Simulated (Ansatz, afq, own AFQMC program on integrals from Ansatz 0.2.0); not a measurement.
## SiH2Br, doublet in cc-pVTZ, levels against CCSDT(Q)

```tsv
atom	x (Å)	y (Å)	z (Å)
Br	-2.2893	0.3699	0.0000
H	-0.8687	0.3699	0.0000
Si	1.3807	0.3699	0.0000
H	1.7772	-1.1096	0.0000
```

Connectivity, by distances: BrH ··· SiH.

Basis cc-pVTZ. Noble-gas cores (and the filled d shells of Ga–Kr and In–Xe) are frozen. Integrals, coupled cluster, full CI and functionals: Ansatz 0.2.0; the random walks run on the same integrals in our own AFQMC program. ph-AFQMC/CISD is guided by a CISD state made of CCSD amplitudes; releasing the constraint for a short imaginary time cuts its bias at the price of noise, slowly where states lie close. ± is one standard error of the sampling. No spin–orbit coupling.

Determinant: UHF, the one that the program's search chose, which needn't be the lowest solution. The geometry is a point of a scan.

No full CI on the walks' own integrals is used here; CCSDT(Q) serves as the reference and is uncertain by about the last step of the cluster series.

Cautions: no relativity below Rb; no spin-orbit coupling; inner d shell frozen.

The T1 diagnostic is 0.0137. The weight of the determinant in the CISD state is 0.848. The ⟨S²⟩ of the determinant is 0.776. The size of the correlated space is 13 electrons in 86 orbitals.

| level | correlation energy (eV) |
| --- | --- |
| MP2 | -7.1272 |
| CCSD | -8.2417 |
| CCSD(T) | -8.5282 |

Q: Estimate where phaseless AFQMC with a CISD trial lies against CCSD(T) on the same integrals.

A: 2.6 ± 0.5 kJ/mol below CCSD(T).

Reference: CCSDT(Q), correlation energy -8.575 eV. The released energy is read at 2.40 1/Eh (meV from the phaseless value at times in 1/Eh: -1 ± 5 at 0.24, -10 ± 4 at 0.51, -17 ± 5 at 0.99, -15 ± 6 at 1.62, -11 ± 6 at 2.40).

```tsv
level	E − E(reference) (kJ/mol)	share of correlation (%)
CCSD(T)	4.5	99.46
CCSDT	1.1	99.87
ph-AFQMC/CISD	1.8 ± 0.5	99.78
released AFQMC	0.8 ± 0.6	99.90
```

A walk keeps the symmetry of its determinant, which the program's search chose and which needn't be the lowest solution, so a lower state of the same spin and another symmetry isn't excluded. Released energies are given only where the last usable release times agree within the noise; a slower fall can still hide under it.
